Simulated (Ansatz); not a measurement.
# One shape, several levels: S2F2 (Difluorodisulfane)

Wanted: a comparison of 6 runs (CAM-B3LYP/STO-3G, r2SCAN/STO-3G, revPBE/STO-3G, wB97X/STO-3G, CCSDT(Q)/STO-3G, UCCSD(T)/STO-3G) of S2F2 (Difluorodisulfane). 

The results are computed with Ansatz 0.2.0.

40 further runs of the same task are left out: 7 that didn't finish, 33 set aside as unsound or not needed.

## Step 1: The system as given

S2F2: 4 atoms, total charge 0, spin state singlet. SMILES: `FSSF`. The S3–S2 distance was set to 4.724 Å, away from the relaxed value. At this shape a bond of the SMILES string is far longer than usual.

Bond lengths: F1–S2 1.631 Å, S3–F4 1.631 Å.

## Step 2: The energy at CAM-B3LYP/STO-3G (run 1)

Input file job.yaml:

```yaml
crystal:
  periodic: [false, false, false]
  atoms:
    - symbol: F
      position_ang: [-4.052707, 1.360858, -1.293055]
    - symbol: S
      position_ang: [-2.736627, 2.324938, -1.303835]
    - symbol: S
      position_ang: [1.044990, -0.276390, -0.184720]
    - symbol: F
      position_ang: [1.206410, -0.287820, 1.438680]
basis:
  gaussian: {orbitals: STO-3G}
hamiltonian: {xc: {name: CAM-B3LYP}}
accuracy: high
```

Launch:

```sh
$ ansatz run job.yaml --threads 1 --pin off --max-ram 3480MiB --events-out events.jsonl --progress --plain --runs-dir runs
```

The program printed:

```text
Warning: RAYON_NUM_THREADS=1 ignored (pool sized by the plan → 1); use --threads N
Functional definition: CAM-B3LYP
  name "CAM-B3LYP"
  parameter alpha = 0.19
  parameter beta = 0.46
  parameter omega = 0.33/bohr
  parameter ac = 0.81
  exchange = (1 - alpha - beta)*b88_x + beta*b88_x_sr(omega) + alpha*exact_x + beta*exact_x_lr(omega)
  correlation = (1 - ac)*vwn5_c + ac*lyp_c
458 factors; integrals over basis functions are off by at most 2.6e-8 eV
186 factors; integrals over basis functions are off by at most 1.8e-9 eV
mean field evaluation 1: about -26775.0404 eV, gradient 9.0e0 eV
mean field evaluation 2: about -26775.2575 eV, gradient 6.3e0 eV
mean field evaluation 4: about -26775.4027 eV, gradient 4.8e-2 eV
mean field evaluation 8: about -26775.4065 eV, gradient 8.7e-2 eV
mean field evaluation 16: about -26775.4070 eV, gradient 2.3e-3 eV
mean field evaluation 32: about -26774.9754 eV, gradient 7.0e0 eV
mean field evaluation 64: about -26775.4070 eV, gradient 1.1e-8 eV
mean field -26775.40700157 eV, -983.9780582851 hartree, gradient 1.1e-8 eV, S^2 0.000000; 4 other end points of the search recorded, 0 dependent functions left out
reference -26775.40701512 eV, -983.9780587830 hartree; 25, 25 occupied and 3, 3 virtual orbitals, 458 factors
Total energy: -26775.40701512 eV, -983.9780587830 hartree
```

Wall time 3.6 s (1 thread of Arm Neoverse V2, shared host); peak memory 0.11 GiB.

## Step 3: The energy at r2SCAN/STO-3G (run 2)

Input file run.yaml:

```yaml
crystal:
  periodic: [false, false, false]
  atoms:
    - symbol: F
      position_ang: [-4.052707, 1.360858, -1.293055]
    - symbol: S
      position_ang: [-2.736627, 2.324938, -1.303835]
    - symbol: S
      position_ang: [1.044990, -0.276390, -0.184720]
    - symbol: F
      position_ang: [1.206410, -0.287820, 1.438680]
basis:
  gaussian:
    orbitals: STO-3G
hamiltonian:
  xc: r2scan
accuracy: high
```

Launch:

```sh
$ ansatz run run.yaml --threads 1 --pin off --max-ram 3480MiB --events-out events.jsonl --progress --plain --runs-dir runs
```

The program printed, shortened:

```text
Warning: RAYON_NUM_THREADS=1 ignored (pool sized by the plan → 1); use --threads N
Functional definition: r2SCAN
  name "r2SCAN"
[...]
458 factors; integrals over basis functions are off by at most 2.6e-8 eV
[...]
mean field -26777.62172248 eV, -984.0594477771 hartree, gradient 3.8e-8 eV, S^2 0.000000; 8 other end points of the search recorded, 0 dependent functions left out
reference -26777.62172274 eV, -984.0594477868 hartree; 25, 25 occupied and 3, 3 virtual orbitals, 458 factors
Total energy: -26777.62172274 eV, -984.0594477868 hartree
```

It took 25 s on 1 thread of Arm Neoverse V2, shared host; peak memory 0.15 GiB.

Runs 3 to 4 aren't shown in full; the table further down has their settings and results.

## Step 4: The energy at CCSDT(Q)/STO-3G (run 5)

Input file job.yaml:

```yaml
crystal:
  periodic: [false, false, false]
  atoms:
    - {symbol: F, position_ang: [-4.052707, 1.360858, -1.293055]}
    - {symbol: S, position_ang: [-2.736627, 2.324938, -1.303835]}
    - {symbol: S, position_ang: [1.044990, -0.276390, -0.184720]}
    - {symbol: F, position_ang: [1.206410, -0.287820, 1.438680]}
basis:
  gaussian:
    orbitals: STO-3G
correlation:
  method: ccsdt_q
  frozen_orbitals: {F: 1, S: 5}
accuracy: high
scf:
  omitted_lower_state_checks: [cluster_reference, increment]
```

Launch:

```sh
$ ansatz run job.yaml --threads 1 --pin off --max-ram 3480MiB --events-out events.jsonl --progress --plain --runs-dir runs
```

The program printed:

```text
Warning: RAYON_NUM_THREADS=1 ignored (pool sized by the plan → 1); use --threads N
[... 14 lines left out ...]
12 core orbitals not correlated: weight in the atoms' cores, before any rotation towards them, 1.000 or more for the frozen orbitals, at most 0.000 for the correlated occupied ones
[... 99 lines left out ...]
WARN: these amplitudes may be one of several solutions (largest doubles amplitude 0.99, level shift 13.62 eV)
Total energy: -26732.41856031 eV, -982.3982622073 hartree
Checks for a lower state left out: cluster_reference, increment
```

It took 2 s on 1 thread of Arm Neoverse V2, shared host; peak memory 0.099 GiB.

## Step 5: A single-point energy at UCCSD(T)/STO-3G (run 6)

Input file input.yaml:

```yaml
crystal:
  periodic: [false, false, false]
  atoms:
    - {symbol: F, position_ang: [-4.052707, 1.360858, -1.293055]}
    - {symbol: S, position_ang: [-2.736627, 2.324938, -1.303835]}
    - {symbol: S, position_ang: [1.044990, -0.276390, -0.184720]}
    - {symbol: F, position_ang: [1.206410, -0.287820, 1.438680]}
basis:
  gaussian:
    orbitals: STO-3G
accuracy: high
correlation:
  method: ccsd_t
  frozen_orbitals: {F: 1, S: 5}
scf:
  omitted_lower_state_checks: [cluster_reference, increment]
magnetization:
  spin_polarized: true
  initial_magnetization: 0
```

Launch:

```sh
$ ansatz run input.yaml --threads 1 --pin off --max-ram 3480MiB --events-out events.jsonl --progress --plain --runs-dir runs
```

The program printed:

```text
Warning: RAYON_NUM_THREADS=1 ignored (pool sized by the plan → 1); use --threads N
[... 19 lines left out ...]
12 core orbitals not correlated: weight in the atoms' cores, before any rotation towards them, 1.000 or more for the frozen orbitals, at most 0.000 for the correlated occupied ones
[... 279 lines left out ...]
Total energy: -26732.30879568 eV, -982.3942284314 hartree
Checks for a lower state left out: cluster_reference, increment
```

Run time: 7.5 s. Hardware: 1 thread of Arm Neoverse V2, shared host.

## Step 6: All runs side by side

| run | level | frozen core orbitals | energy (Eh) | wall time |
| --- | --- | --- | --- | --- |
| 1 | CAM-B3LYP/STO-3G | – | -983.978059 | 3.6 s |
| 2 | r2SCAN/STO-3G | – | -984.059448 | 25 s |
| 3 | revPBE/STO-3G | – | -983.950371 | 6.9 s |
| 4 | wB97X/STO-3G | – | -984.039508 | 18 s |
| 5 | CCSDT(Q)/STO-3G | 12 | -982.398262 | 2 s |
| 6 | UCCSD(T)/STO-3G | 12 | -982.394228 | 7.5 s |

## Step 7: Results

| quantity | value |
| --- | --- |
| run 6: total energy | -982.39423 Eh |
| run 6: correlation energy (12 core orbitals frozen) | -96.4 mEh |
| run 6: (T) correction | -2.54 mEh |
| run 6: ⟨S²⟩ of the reference determinant | 1.014 |
| run 6: T1 diagnostic | 0.025 |

**Reading.** Totals of different functionals can't be ranked against each other. In run 5 the log says that unrestricted orbitals would lower the reference, so the values rest on an unstable closed-shell determinant (other closed-shell runs at this shape may share the fault). In runs 1, 2, 3, 4, 5, 6 the basis is minimal, so the values are rough. In runs 1, 2, 3, 4 a closed-shell determinant meets a far-stretched bond, which it describes badly. Spin contamination of the reference: run 6 ⟨S²⟩ = 1.01. Where it is this large, the reference is a mixture of spin states, and values that rest on it are in doubt. All runs together took 63 s, the longest 25 s.
